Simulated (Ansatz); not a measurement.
Geometry optimisation, RKS PBE/def2-SVPD (Ansatz 0.2.0).

The input (input.yaml):

```yaml
crystal:
  periodic: [false, false, false]
  atoms:
    - { symbol: B, position_ang: [0.0, 0.0, 0.0] }
    - { symbol: F, position_ang: [0.8785, 0.0, 1.2404] }
    - { symbol: H, position_ang: [1.3883, 0.0, 0.0683] }
    - { symbol: H, position_ang: [-1.0305, 0.0, -0.595] }
basis:
  gaussian: { orbitals: def2-SVPD }
hamiltonian:
  xc: pbe
relax:
  f_tol: 0.15
  max_steps: 25
  restrain:
    - { distance: [1, 2], at: 2.12, k: 30.0 }
    - { distance: [0, 1], at: 1.32, k: 30.0 }
    - { distance: [0, 2], at: 1.19, k: 30.0 }
```

Command:

```bash
$ ansatz run input.yaml --threads 1 --pin off --max-ram 2048MiB --backend cpu --events-out ev --progress --plain --runs-dir out
```

Q: Where does it end, and by what steps?

A: The forces met the threshold. The restraints hold the end off the free minimum. After 4 steps the energy has fallen by 4.651 eV (the restraints' own energy left out); F2 moved furthest, 0.54 Å.

```json
{"step": "0", "energy less start (eV)": "0.0000", "largest force component (eV/Å)": "6.297", "accepted": "yes"}
{"step": "1", "energy less start (eV)": "-2.5297", "largest force component (eV/Å)": "4.604", "accepted": "yes"}
{"step": "2", "energy less start (eV)": "-4.1354", "largest force component (eV/Å)": "2.915", "accepted": "yes"}
{"step": "3", "energy less start (eV)": "-4.6428", "largest force component (eV/Å)": "0.467", "accepted": "yes"}
{"step": "4", "energy less start (eV)": "-4.6511", "largest force component (eV/Å)": "0.454", "accepted": "yes"}
```

```xyz
4
Properties=species:S:1:pos:R:3
B 0.304 0.000 0.113
F 0.375 0.000 1.438
H 1.357 0.000 -0.453
H -0.800 0.000 -0.384
```

The run took 5.2 s on 1 thread of Intel(R) Xeon(R) Platinum 8259CL CPU @ 2.50GHz (Skylake/Cascade Lake), with other jobs on the host, peak memory 0.12 GiB.
